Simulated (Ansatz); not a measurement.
This Ansatz (an electronic-structure program) input (PBE/cc-pVTZ) gives -169.77013 Eh with 132 basis functions. A basis named .json is the Basis Set Exchange file of that set (core-valence sets with the plain set on hydrogen).

Ansatz 0.2 input:
```yaml
crystal:
  periodic: [false, false, false]
  atoms:
    - {symbol: N, position_ang: [-1.06982458, 0.19432482, 0.10751560]}
    - {symbol: C, position_ang: [0.27236484, 0.31364904, -0.04785169]}
    - {symbol: O, position_ang: [1.05073958, -0.61125119, -0.08188812]}
    - {symbol: H, position_ang: [-1.47667231, -0.72197082, 0.20424856]}
    - {symbol: H, position_ang: [-1.66665177, 1.00198023, 0.12805939]}
    - {symbol: H, position_ang: [0.59199050, 1.36783209, -0.14270206]}
basis:
  gaussian:
    orbitals: cc-pVTZ
    final_grid: {core_spheres: 10, valence_spheres: 9, degree: 29}
hamiltonian:
  xc: {name: PBE}
magnetization: {spin_polarized: false}
```

Change:
```diff
- final_grid: {core_spheres: 10, valence_spheres: 9, degree: 29}
+ fitting: {mean_field: cc-pVTZ-JKFIT.json}
```

Task: What does the run give now?

Result: -169.77015 Eh (PBE/cc-pVTZ, 132 functions), a change of -0.02 mEh.
